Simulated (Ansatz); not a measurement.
1T (CdI2-type) VSe₂ (undistorted form, which takes a superstructure on cooling), treated with r²SCAN in Ansatz (plane waves, PAW).

Run with plane-wave cutoff 500 eV, 18×18×8 k mesh (along the axes of the cell as run), Fermi–Dirac smearing 0.05 eV, no spin polarisation, scalar-relativistic PAW data made under PBE.

Computed at the level's own relaxed cell.

Question: Predict the volume per atom, equilibrium lattice constant a and c axis length.

Answer: 
- volume per atom: 20.89 Å³/atom
- equilibrium lattice constant a: 3.346 Å
- c axis length: 6.463 Å

Note: the run has no spin polarisation, so it can have missed a magnetic state; the cell comes from a level without a dispersion term, which matters for the spacing of layers, chains or molecules; the cell has widely spaced layers and the level no dispersion term, so their spacing and the moduli can rest on weak binding.

Ansatz is an electronic-structure program.
